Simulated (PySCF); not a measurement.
formaldehyde: removing and adding an electron

Parent: formaldehyde, `C=O` (CH2O). Numbering: `[CH2:1]=[O:2]`

These are calculated values, ωB97X-D3(BJ)/ma-def2-TZVP in PySCF (grid level 2) at geometries from PBE0-D3(BJ)/ma-def2-SVP. The prefix ma- adds one diffuse s and one diffuse p function on all atoms but H. ωB97X-D3(BJ) is ωB97X-V with D3(BJ) in place of VV10. Zero-point and thermal terms (298.15 K, 1 bar) come from unscaled PBE0-D3(BJ)/ma-def2-SVP harmonic frequencies, with soft modes damped to free rotors in the entropy.

Frontier levels of the parent: HOMO -10.42 eV, LUMO 0.82 eV.

Oxidation to the radical cation:
```
Vertical ionisation energy (electronic)              : 10.91 eV
Adiabatic ionisation energy (with zero-point energy) : 10.83 eV
Adiabatic, electronic part                           : 10.90 eV
Vertical gap at the product's structure              : 10.87 eV
Inner reorganisation energy (four-point)             : 45 meV
Relaxation of product / of parent                    : 12 / 33 meV
⟨S²⟩ of the product                                  : 0.758
Largest spin populations                             : O2 0.83, H (on C1) 0.12, H (on C1) 0.12
Largest changes of atomic charge                     : O2 0.50, H (on C1) 0.20, H (on C1) 0.20, C1 0.10
Distances that move most (Å)                         : C1–H 1.118 → 1.132; C1–H 1.118 → 1.131; C1–O2 1.198 → 1.186
Potential in acetonitrile                            : 7.69 V absolute, 3.14 V against Fc+/Fc computed at 4.54 V (solvation -18 → -319 kJ/mol)
```

Reduction to the radical anion:
- Vertical electron affinity (electronic): -0.91 eV
- Adiabatic electron affinity (with zero-point energy): -0.63 eV
- Adiabatic, electronic part: -0.73 eV
- Vertical gap at the product's structure: -0.42 eV
- ⟨S²⟩ of the product: 0.753
- Largest spin populations: C1 0.64, O2 0.38
- Largest changes of atomic charge: C1 -0.51, O2 -0.35
- Distances that move most (Å): C1–O2 1.198 → 1.281
- Potential in acetonitrile: 2.12 V absolute, -2.42 V against Fc+/Fc computed at 4.54 V (solvation -18 → -278 kJ/mol)

Solvents are IEF-PCM continua (electrostatics only, gas-phase structures); absolute potentials refer to an electron at rest in vacuum. Fc+/Fc in acetonitrile, 4.54 V, is ωB97X-D3(BJ)/ma-def2-TZVP on PBE0-D3(BJ)/def2-SVP structures with GFN2-xTB thermal terms. Benchmark calculations put it near 5.0 V in acetonitrile and DMSO, so it is about 0.5 V low, and the value against it can read up to that much too high.

Against the Active Thermochemical Tables (version 1.112): ionisation energy to the radical cation 10.89 (computed 10.83, error -0.06) eV.

Measured values (NIST Chemistry WebBook, evaluated or the median of agreeing entries): adiabatic ionisation energy 10.88 eV (computed 10.83, difference -0.05).

Known limits: the gas-phase radical anion comes out unbound at this level, so its gas-phase values hang on the basis; a negative vertical affinity means that the electron isn't bound at that structure, so the value and what is derived from it hang on the basis.

Run with `OMP_NUM_THREADS=1 python redox_run.py task.json out` on 1 thread of Intel Xeon Platinum 8488C, a shared host. Structures, frequencies and single points: 82 s of wall time.

Differences come from unrounded values, so a last digit can differ from that of the printed terms.
